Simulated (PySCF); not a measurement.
## Working out the electron affinity of P

P- [Ne] 3s2 3p4 (3P) → P [Ne] 3s2 3p3 (4S). Computed with PySCF 2.14 in dyall-av2z, with no relativity, point nucleus. Frozen: [Ne]; the 16 highest virtual orbitals dropped. Energies in hartree (1 hartree = 27.21139 eV):

```csv
part,P- (lower),P (upper)
UHF,-340.696357,-340.709286
MP2 opposite-spin,-0.069064,-0.049475
MP2 same-spin,-0.023379,-0.019512
```

Problem. What does Hartree-Fock give?

Solution. (-340.709286) − (-340.696357) = -0.012929 hartree = -0.352 eV.

Problem. What do MP2 and SCS-MP2 (6/5 opposite-spin, 1/3 same-spin) give?

Solution. The opposite-spin parts differ by 0.533 eV and the same-spin parts by 0.105 eV. MP2: -0.352 + (0.533) + (0.105) = 0.286 eV. SCS-MP2: -0.352 + 1.2 × (0.533) + (0.105)/3 = 0.323 eV.

A first-order spin-orbit estimate adds 0.012 eV to MP2 (valence), giving 0.298 eV against 0.747 eV (measured; photodetachment measurements, as compiled on the Wikipedia data page of electron affinities).

A double-zeta basis recovers only part of the correlation energy.

What remains against the reference includes basis incompleteness, the frozen core and correlation beyond second order.
